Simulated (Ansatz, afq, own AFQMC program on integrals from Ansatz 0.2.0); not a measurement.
Integrals from Ansatz 0.2.0, then the random walk in our own AFQMC program (afq).

```yaml
crystal:
  periodic: [false, false, false]
  atoms:
    - {symbol: B, position_ang: [0.000000, 0.000000, 0.000000]}
    - {symbol: C, position_ang: [0.000000, 0.000000, 1.659000]}
basis:
  gaussian: {orbitals: 6-31G}
magnetization: {spin_polarized: false, initial_magnetization: 1}
correlation: {method: ccsd_t, electrons: outside_noble_gas, hamiltonian_folder: ham}
```

```sh
$ ansatz run in.yaml --threads 1 --pin off --events-out ev --progress --plain --max-ram 24576MiB --backend cuda --devices 0, --max-vram 18GiB
```

afq runs on the folder ham with

```
--method phaseless --trial mp1 --walkers 80 --populations 1 --least-time 40 --time-step 0.005 --steps-per-block 25 --equilibration-blocks 24 --max-blocks 160 --target-error 0.00064 --factor-cut 1e-06 --start spin_pure --seed 4154 --release-times 0.3,0.6,0.9,1.2 --release-step 0.05 --release-every 8 --taylor-order 6
```

Times are imaginary, in 1/Eh. The walk had a cap of 60 s.

afq prints:

```
orbitals 16  electrons 4 3  factors 105 of 253
reference energy -62.17239287 Eh
CCSD correlation -0.19347987 Eh in 20 cycles, weight of the determinant in the CISD state 0.7157
energy of the start -62.327613 Eh
 block  time / (1/Eh)  mean weight  energy / Eh
     1     0.125  0.9998  -62.327490
     2     0.250  0.9992  -62.325330
     3     0.375  0.9993  -62.327628
     4     0.500  1.0000  -62.328191
     5     0.625  1.0015  -62.328465
     8     1.000  1.0002  -62.337617
    13     1.625  1.0013  -62.345616
    25     3.125  0.9985  -62.354407
    37     4.625  0.9992  -62.359166
    49     6.125  1.0004  -62.363616
    61     7.625  1.0002  -62.358510
    73     9.125  1.0001  -62.370887
    85    10.625  1.0002  -62.381916
    93    11.625  1.0000  -62.348580
    97    12.125  1.0004  -62.367556
   109    13.625  0.9990  -62.378792
   121    15.125  0.9985  -62.379103
   133    16.625  1.0018  -62.395068
   145    18.125  0.9997  -62.354664
   157    19.625  1.0009  -62.368719
   169    21.125  1.0005  -62.375525
   181    22.625  0.9931  -62.358923
blocks merged  error / Eh  count
     1  0.000896  160
     2  0.001197  80
     4  0.001554  40
     8  0.002043  20
    16  0.002708  10
released: time / (1/Eh)  energy / Eh  error  mean overlap
  0.30  -62.367823  0.002229  1.0035
  0.60  -62.374626  0.002855  1.0000
  0.90  -62.375726  0.002583  1.0074
  1.20  -62.377260  0.002811  1.0329
energy -62.366779 +/- 0.002043 Eh
(rows thinned)
```

The run failed at least one of its tests; the cautions name the faults. The second half of the sampling lies below the first by 4.5 errors of their difference, so the energy may still be moving and its error bar be too small.

Against this walk (error 55.6 meV) on the same determinant: CCSD(T) 385.1 meV lower, CCSDT(Q) 472.0 meV lower, CCSDTQ 460.5 meV lower, full CI (a separate run on its own orbitals, whose frozen core shifts it by up to a few meV) 469.6 meV lower. The error is statistical and leaves out the bias of the constraint. The released energies are still falling (meV from the phaseless value at times in 1/Eh: -28 ± 61 at 0.30, -214 ± 78 at 0.60, -243 ± 70 at 0.90, -285 ± 76 at 1.20), so they give no level; they do show a bias of the constraint, and the last of them that isn't too noisy lies 184 meV above full CI. Full CI is exact here, so the walk's 470 meV above it is the walk's own error: the bias of the constraint with this trial, or a walk that hasn't relaxed. The determinant is a poor start (see the cautions), so the low cluster orders aren't to be relied on, and full CI is the sure value.

Cautions: constraint bias not in the error; error not settled; halves of the run differ; error above the target (55.6 against 17.4 meV); a spin-contaminated unrestricted determinant lies lower (UHF 2.72 eV lower, ⟨S²⟩ 2.36); the search met a lower determinant of the same kind, perhaps of another symmetry (1.28 eV lower), and this one is a saddle point; strong correlation (T1 0.087, weight of the determinant 0.72, largest double 0.27); (T) is large, 8 % of the CCSD correlation; CCSD(T) is in doubt: in a space of 7 electrons in 8 natural orbitals full CI lies 87 meV below it; in a space of 7 electrons in 8 natural orbitals full CI finds another state of this spin 7 meV below the state of CCSD(T); CCSDTQ on the UHF determinant differs (506 meV higher), so the two series follow different states; full CI with its own frozen core; a state of higher spin lies lower (by 819 meV); the bias of populations of 80 walkers isn't removed; the sampling time fell short of the least asked.

The walk took 22 s on 1 × NVIDIA H100 80GB HBM3 with 2 threads of AMD EPYC 7R13 Processor (Zen 3), with other jobs on the host (the card was shared). The log's last line is the phaseless energy.

CCSDT and higher add their correlation energy to the determinant of the CCSD(T) run, since their own runs factorise the integrals more tightly (a shift of under 2 meV). A walk keeps the symmetry of its determinant, which the program's search chose and which needn't be the lowest solution, so a lower state of the same spin and another symmetry isn't excluded.
